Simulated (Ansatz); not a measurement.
## HB–AlH, singlet: the ladder up to full CI

Geometry: a point of a bend scan, not a stationary point.

```yaml
atoms:
  - { symbol: B, position_ang: [0.0000, -1.0689, 1.0262] }
  - { symbol: Al, position_ang: [0.0000, 0.4170, -0.3932] }
  - { symbol: H, position_ang: [0.0000, 0.0305, 1.5000] }
  - { symbol: H, position_ang: [0.0000, 0.2721, -1.9817] }
```

Basis 6-31G; Ansatz 0.2.0. Correlated methods freeze the noble-gas cores, which leaves 8 electrons in 20 orbitals. R marks a restricted (for open shells ROHF) determinant, U an unrestricted one. Active spaces: valence = (8e, 10o) chosen from the atoms' valence shells; pair = (2e, 2o) about the gap.

Full CI is exact within this basis and frozen core; it isn't the basis-set limit. The frozen core follows each run's orbitals, which can shift R against U totals by a few meV.

Unrestricted rows (U) aren't spin-pure: their determinants' ⟨S²⟩ exceeds S(S+1) by up to 0.86, so they mix in states of higher spin.

```
UHF ⟨S²⟩                          : 0.863
T1 diagnostic (RCCSD)             : 0.0353
largest doubles amplitude (RCCSD) : 0.281
```

Problem. From what is known of these methods and the diagnostics, rank them by the size of their error in total energy against full CI in 6-31G, smallest first (an estimate: the text doesn't fix the numbers).
A. CASSCF (valence space)
B. RHF
C. UCCSD(T)
D. MRCISD+Q (valence space)
E. MRCISD (pair space)

Solution. D (1.2 kJ/mol), C (11.2 kJ/mol), E (22.4 kJ/mol), A (66.8 kJ/mol), B (378.2 kJ/mol).

All errors are against full CI in 6-31G. Within each family the higher level lies nearer, as is usual though not guaranteed.

The full-CI state has the irrep A' of Cs, in the program's axes.

Natural occupations of full CI about the gap: 1.969 1.963 1.926 1.698 0.258 0.058 0.041 0.023 0.021 0.017; effectively unpaired electrons, Σ n²(2−n)², 0.52.
